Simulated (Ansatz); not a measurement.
**C₅H₄: how energies converge with the basis set**

One table from this session's results is given with a row withheld; the runs are named, their logs left out.

Program: Ansatz 0.2.0, Gaussian basis. Level of theory: one geometry, several basis sets. These are calculated values, not measurements.

Levels to be run: PBE0-D4/def2-SVP; ωB97M-V/def2-SVP; PBE0-D4/def2-QZVPP; ωB97M-V/def2-QZVPP; the functionals' def2-TZVPP values are taken from earlier runs.

### The relaxed structure

An earlier PBE0-D4 in a triple-zeta def2 set relaxation fixed the geometry.

SMILES `C=C=C1C=C1`, 9 atoms, charge 0, spin multiplicity 1.

Atoms are counted from 1 here; the program's logs count them from 0.

Bond lengths: C1–C2 1.306 Å, C1–H6 1.088 Å, C1–H7 1.088 Å, C2–C3 1.288 Å, C3–C4 1.447 Å, C3–C5 1.447 Å, C4–C5 1.305 Å, C4–H8 1.078 Å, C5–H9 1.078 Å. Angles: C2–C1–H6 121.8°, C2–C1–H7 121.8°, H6–C1–H7 116.4°, C1–C2–C3 180.0°, C2–C3–C4 153.2°, C2–C3–C5 153.2°, C4–C3–C5 53.6°, C3–C4–C5 63.2°, C3–C4–H8 147.5°, C5–C4–H8 149.3°, C3–C5–C4 63.2°, C3–C5–H9 147.5°, C4–C5–H9 149.3°.

The first run:

in.yaml reads:

```yaml
crystal:
  periodic: [false, false, false]
  atoms:
    - {symbol: C, position_ang: [0.209531, 1.286604, -1.715230]}
    - {symbol: C, position_ang: [0.088568, 0.503489, -0.677528]}
    - {symbol: C, position_ang: [-0.030888, -0.268699, 0.346830]}
    - {symbol: C, position_ang: [-0.320211, -1.535826, 0.982236]}
    - {symbol: C, position_ang: [0.019393, -0.548738, 1.765303]}
    - {symbol: H, position_ang: [-0.625881, 1.873011, -2.091303]}
    - {symbol: H, position_ang: [1.151242, 1.387670, -2.250227]}
    - {symbol: H, position_ang: [-0.612476, -2.566342, 0.864007]}
    - {symbol: H, position_ang: [0.209324, -0.177470, 2.759010]}
basis:
  gaussian: {orbitals: def2-SVP}
hamiltonian: {xc: pbe0, dispersion: d4}
output: {orbitals: {seedname: orbitals}}
```

Command:

```console
$ ansatz run in.yaml --threads 2 --pin off --events-out ev --progress --plain --max-ram 4352MiB
```

Steps of the session up to this table: PBE0-D4 in def2-SVP; ωB97M-V in def2-SVP; PBE0-D4 in def2-QZVPP; ωB97M-V in def2-QZVPP.

One of the session's tables, all rows but one given; the rest of the session is left out.

It belongs to the step «Functionals by basis». 

| functional | basis | HOMO (eV) |
| --- | --- | --- |
| PBE0-D4 | def2-SVP | -5.91 |
| PBE0-D4 | def2-TZVPP | -5.94 |
| PBE0-D4 | def2-QZVPP | -5.96 |
| ωB97M-V | def2-SVP | -8.02 |
| ωB97M-V | def2-TZVPP | ? |
| ωB97M-V | def2-QZVPP | -8.07 |

Q: Estimate the row for ωB97M-V, def2-TZVPP from the others.

**Answer.** HOMO (eV): -8.06. In the column «HOMO (eV)» it lies between ωB97M-V, def2-QZVPP (-8.07) and ωB97M-V, def2-SVP (-8.02).
